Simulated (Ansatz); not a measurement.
Basis-set extrapolation for `C=C=C=N` (PBE0-D4/def2-TZVP geometry, frozen core, Ansatz). Multiplicity 1, RHF reference.

|  | def2-TZVPP | def2-QZVPP |
| --- | --- | --- |
| HF | -169.759734 | -169.766869 |
| MP2 correlation | -0.657545 | -0.700723 |
| CCSD(T) correlation | -0.712266 | not run |

Energies in hartree. Use E(X) = E(∞) + A·exp(−7.88·√X) for Hartree–Fock and E(X) = E(∞) + B·X^(−2.97) for correlation, with X = 3 and 4, and add CCSD(T) minus MP2 of the smaller set to the MP2 limit.

**Question.** What is the CCSD(T) energy at the basis-set limit?

**Answer.** HF limit: -169.766869 + (-0.007135) × 0.13774 = -169.76785. MP2 limit: -0.700723 + (-0.043178) × 0.74074 = -0.73271. Higher-order term: -0.712266 − (-0.657545) = -0.05472. Total: -170.55528 hartree, 218.7 kJ/mol below CCSD(T)/def2-TZVPP.
